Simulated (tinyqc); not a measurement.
The basis set: RHF and MP2 along a ladder of basis sets, for HF, spin multiplicity 1. Computed by the program tinyqc with PySCF. Same geometry throughout; the dipole is taken about the origin.

Geometry (angstrom):
```
atom       x       y       z
F     0.0000  0.0000  0.0000
H     0.0000  0.0000  0.7840
```

RHF and frozen-core MP2 in a ladder of bases:
```
basis        functions  E(RHF) (hartree)  E(MP2 corr) (hartree)  HOMO (eV)  LUMO (eV)  dipole (debye)
sto-3g               6        -98.518322              -0.012181   -12.8394    21.1826          1.4231
3-21g               11        -99.423705              -0.115132   -16.6313     8.4776          2.0048
6-31g               11        -99.954016              -0.120320   -17.5217     6.6114          2.1058
6-31g**             19        -99.986385              -0.175128   -17.4576     6.8985          1.7419
cc-pvdz             19        -99.995841              -0.195707   -17.5170     5.6541          1.6857
aug-cc-pvdz         32       -100.010234              -0.214500   -18.1041     1.0569          1.6827
cc-pvtz             44       -100.035920              -0.265260   -17.9095     4.3704          1.6931
```

What does the comparison show, and why?

From cc-pVDZ to cc-pVTZ the RHF energy falls by 40.1 mhartree and the correlation energy by 69.6. If valence correlation converges as X^-3, (27 E(T) - 8 E(D))/19 gives -0.2945 hartree, a rough estimate from such small X that usually falls short; STO-3G holds about 4 % of it. Beyond STO-3G the LUMO moves by 7.4 eV and the HOMO by 1.5 eV; diffuse functions lower the positive LUMO sharply, since an unbound virtual level tracks the most diffuse function.
